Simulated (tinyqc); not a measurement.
Worked calculation: UHF in the sto-3g basis, for H3O+, spin multiplicity 1. One step of it, computed by the program tinyqc.

Problem. Orthogonalisation. S = U s U^T; canonical form X = U s^(-1/2), so that X^T S X = 1. Each column of U has its largest component positive (the first on a tie).

overlap S, order 1O 1s, 1O 2s, 1O 2px, 1O 2py, 1O 2pz, 2H 1s, 3H 1s, 4H 1s:
$$\begin{pmatrix}
1.000000 & 0.236704 & 0.000000 & 0.000000 & 0.000000 & 0.043731 & 0.043741 & 0.043741 \\
0.236704 & 1.000000 & 0.000000 & 0.000000 & 0.000000 & 0.418708 & 0.418763 & 0.418763 \\
0.000000 & 0.000000 & 1.000000 & 0.000000 & 0.000000 & 0.348712 & -0.174215 & -0.174215 \\
0.000000 & 0.000000 & 0.000000 & 1.000000 & 0.000000 & 0.000000 & 0.302110 & -0.302110 \\
0.000000 & 0.000000 & 0.000000 & 0.000000 & 1.000000 & -0.094695 & -0.094712 & -0.094712 \\
0.043731 & 0.418708 & 0.348712 & 0.000000 & -0.094695 & 1.000000 & 0.177998 & 0.177998 \\
0.043741 & 0.418763 & -0.174215 & 0.302110 & -0.094712 & 0.177998 & 1.000000 & 0.177806 \\
0.043741 & 0.418763 & -0.174215 & -0.302110 & -0.094712 & 0.177998 & 0.177806 & 1.000000
\end{pmatrix}$$

Give: eigenvalues of S; X.

Solution.

eigenvalues of S: [0.383, 0.475, 0.475, 0.944, 1.044, 1.347, 1.347, 1.985]

X, order 1O 1s, 1O 2s, 1O 2px, 1O 2py, 1O 2pz, 2H 1s, 3H 1s, 4H 1s:
$$\begin{pmatrix}
-0.361 & 0.000 & 0.000 & 0.732 & 0.621 & 0.000 & 0.000 & 0.145 \\
1.241 & 0.000 & 0.000 & -0.099 & 0.178 & 0.000 & 0.000 & 0.431 \\
0.000 & 0.000 & -0.915 & 0.000 & 0.000 & 0.669 & 0.000 & 0.000 \\
0.000 & 0.916 & 0.000 & 0.000 & 0.000 & 0.000 & 0.668 & 0.000 \\
-0.249 & 0.000 & 0.000 & -0.679 & 0.709 & 0.000 & 0.000 & -0.090 \\
-0.542 & 0.000 & 0.919 & -0.133 & -0.111 & 0.444 & 0.000 & 0.311 \\
-0.542 & -0.796 & -0.460 & -0.133 & -0.111 & -0.222 & 0.384 & 0.310 \\
-0.542 & 0.796 & -0.460 & -0.133 & -0.111 & -0.222 & -0.384 & 0.310
\end{pmatrix}$$
